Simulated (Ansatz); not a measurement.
Two isomers of C3H6F2O: A = `CCC(O)(F)F`, B = `CC(O)(F)CF`.

Program: Ansatz. Geometries: PBE0-D4/def2-TZVP. ΔE: electronic, gas phase. CBS: MP2 limit from def2 TZ/QZ plus the TZ coupled-cluster correction, frozen cores. DFT in def2-TZVPP. B3LYP here is the variant with VWN-RPA as its local correlation; programs differ in this. Each species was taken in one conformer, which may not be the lowest.

A:

Z-matrix (Å, degrees):
```
C
C 1 1.517
H 1 1.091 2 111.2
H 1 1.091 2 110.1 3 119.7
H 1 1.091 2 111.2 3 -120.6
C 2 1.505 1 113.1 3 60.3
H 2 1.092 1 111.3 3 -179.5
H 2 1.092 1 111.3 3 -59.9
F 6 1.367 2 111.0 1 57.8
O 6 1.354 2 110.8 1 -180.0
F 6 1.367 2 111.0 1 -57.7
H 10 0.965 6 108.5 2 -180.0
```

B:

```xyz
12

C    -1.029   -0.968   -0.111
C     0.247   -0.189   -0.286
O     1.297   -0.915    0.219
F     0.451    0.006   -1.653
C     0.179    1.194    0.339
F     1.440    1.759    0.328
H    -1.872   -0.418   -0.530
H    -1.211   -1.167    0.945
H    -0.930   -1.918   -0.638
H     2.072   -0.340    0.238
H    -0.494    1.839   -0.229
H    -0.150    1.118    1.378
```

Q: Which is lower in electronic energy at CCSD(T)/CBS, and by how much? (Best estimate.)

A: Computed: A, by 48.7 kJ/mol.

Q: Give E(B) − E(A) in kJ/mol with B2PLYP, CCSD(T)/def2-TZVPP, PBE-D4, ωB97M-V, CCSD/def2-TZVPP, B3LYP, B3LYP-D4. (Best estimate.)

A: The calculation gave: B2PLYP 49.8, CCSD(T)/def2-TZVPP 51.0, PBE-D4 49.8, ωB97M-V 52.0, CCSD/def2-TZVPP 51.2, B3LYP 48.2, B3LYP-D4 47.5. None reverses the order clearly.

Largest T1 diagnostic: 0.011.

From PBE to PBE0 (25 % exact exchange), in def2-TZVPP and without D4, E(B) − E(A) moves by +3.1 kJ/mol.
